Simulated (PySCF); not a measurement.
Below is a simulated gas-phase Cl 2p photoelectron spectrum of `[H]B([H])Cl` (BH2Cl).

Every computed line was given a Gaussian of 1.0 eV full width at half maximum and an area set by the number of equivalent atoms (split 2:1 within a doublet); the highest printed point is 100. Method used: delta-SCF UKS SCAN, pcX-2 on the ionised atom, pcseg-1 elsewhere, spin-free X2C (PySCF 2.14.0).

binding energy (eV), intensity and a bar:
```
    205.5          0 
    205.6          1 
    205.7          2 
    205.8          3 #
    205.9          6 ##
    206.0         10 ###
    206.1         17 #####
    206.2         25 ########
    206.3         36 ###########
    206.4         49 ###############
    206.5         63 ###################
    206.6         77 #######################
    206.7         89 ###########################
    206.8         97 #############################
    206.9        100 ##############################
    207.0         98 #############################
    207.1         90 ###########################
    207.2         79 ########################
    207.3         65 ####################
    207.4         52 ################
    207.5         40 ############
    207.6         30 #########
    207.7         24 #######
    207.8         21 ######
    207.9         21 ######
    208.0         25 #######
    208.1         30 #########
    208.2         36 ###########
    208.3         42 #############
    208.4         47 ##############
    208.5         50 ###############
    208.6         50 ###############
    208.7         47 ##############
    208.8         43 #############
    208.9         36 ###########
    209.0         29 #########
    209.1         22 #######
    209.2         16 #####
    209.3         11 ###
    209.4          7 ##
    209.5          4 #
    209.6          2 #
    209.7          1 
    209.8          1 
    209.9          0 
    210.0          0
```

Task: How many maxima does the curve show, and how many computed lines lie under it?

Result: The curve has 2 maxima (at 206.9 and 208.6 eV). Under it lie 2 lines from 1 inequivalent chlorine site, drawn as a 2p3/2, 2p1/2 pair.

Task: Decompose the envelope and assign each component. Bonds: B1–Cl4. Hydrogens: H2, H3 on B1.

Result: 
```json
{"position (eV)": "206.90", "relative area": "0.67", "line": "Cl 2p3/2", "atoms": "Cl4", "environment": "chlorine bonded to B"}
{"position (eV)": "208.56", "relative area": "0.33", "line": "Cl 2p1/2", "atoms": "Cl4", "environment": "chlorine bonded to B"}
```

Task: What are the centre and the root-mean-square width of the whole band?

Result: The area-weighted mean of the lines is 207.46 eV. Their own spread about it is 0.78 eV (rms) and each Gaussian has σ = 1.0/2.355 = 0.42 eV; the variances add, which gives 0.89 eV.

Shake-up satellites, vibrational structure and lifetime widths aren't simulated. Spin–orbit coupling isn't in the SCF: each 2p doublet comes from a relaxed spin-free hole plus a matrix of the shell (mean-field spin–orbit coupling and the ground-state 2p splitting), with 2p3/2 averaged over its two sublevels. 2p1/2 minus 2p3/2 (ligand field included): Cl 1.65 eV. Isolated species at its PBE0-D3(BJ)/def2-SVP geometry, gas phase.
